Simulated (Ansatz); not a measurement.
Total energies of `C=C=C=CF`.

```xyz
8

C    -1.139   -0.461   -1.537
C    -0.383   -0.148   -0.516
C     0.348    0.146    0.471
C     1.092    0.505    1.484
F     1.775   -0.378    2.219
H    -1.669    0.304   -2.095
H    -1.255   -1.492   -1.851
H     1.230    1.525    1.825
```

Total charge 0; spin multiplicity 1. Geometry: relaxed with PBE0-D4/def2-TZVP. Basis def2-TZVPP, Ansatz 0.2.0.

RPA on PBE orbitals: Hartree–Fock energy of these orbitals -252.58447 Eh, correlation -1.35756 Eh (frozen core).

| functional | energy without D4 (Eh) | D4 term (kJ/mol) |
| --- | --- | --- |
| LDA (SPW92) | -252.00474 | – |
| B97M-V | -254.03632 | – |
| PBE0 | -253.77652 | -9.9 |
| r2SCAN0 | -253.89146 | -3.4 |
| CAM-B3LYP | -253.95133 | -9.9 |
| LC-ωPBE | -253.87879 | – |
| ωB97X-V | -253.97303 | – |
| ωB97M-V | -253.97216 | – |
| B2PLYP | -253.87322 | – |
| PBE-QIDH | -253.72719 | – |

(1) Give the same for PBE, revPBE, BLYP, r2SCAN, B3LYP, r2SCANh, HSE06 (plane-wave form), BHLYP. (Best estimate.)

B3LYP takes the VWN-RPA correlation (the form of Gaussian; ORCA's B3LYP/G). HSE06 is the plane-wave form, built on full-range PBE exchange. The double hybrids freeze the cores in their second-order part.

## Answers

(1) Ansatz gave: 
```tsv
functional	energy without D4 (Eh)	D4 term (kJ/mol)
PBE	-253.77494	-11.8
revPBE	-253.99713	-41.0
BLYP	-254.01017	-26.6
r2SCAN	-253.93107	-3.0
B3LYP	-254.07243	-18.9
r2SCANh	-253.91471	-3.1
HSE06 (plane-wave form)	-253.76433	-9.1
BHLYP	-253.92631	-13.3
```

LC-ωPBE has ω = 0.4 bohr⁻¹.
